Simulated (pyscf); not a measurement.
# Routes from HS–GeH₃ (SMILES [SH][GeH3]) + HCl (SMILES Cl)

Candidate steps break at most two bonds and form at most two. Each was searched with GFN2-xTB (tblite) first. Structures and frequencies: ωB97X-D3(BJ)/def2-SVP in PySCF. Energies: ωB97M-D3(BJ)/def2-TZVP, kcal/mol, from the separated reactants, singlet surface; ΔG‡ with ideal gas, 1 atm, RRHO with modes under 100 cm⁻¹ raised to 100, one conformer, R ln 2 for chiral ones without a mode under 150 cm⁻¹.

```csv
products,type,ΔE‡,ΔE,ΔG‡ 298 K,ΔG‡ 900 K,ν‡ (cm⁻¹)
H₂S + Cl–GeH₃,four-centre exchange,26.6,-7.2,36.5,57.0,361i
HS–GeH₂–Cl + H₂,four-centre exchange,37.0,-13.4,46.5,66.6,923i
```

Row 1: On the reactant side the descent ends in a complex, 4.9 kcal/mol under the separated species and 29.9 kcal/mol under the saddle at ωB97X-D3(BJ)/def2-TZVP. 

Plain bond fissions and candidates not yet searched are not listed, and one of them may be faster. Each barrier is that of the saddle found; lower ones may exist. Elements up to Kr have no core potential and no relativistic terms here.
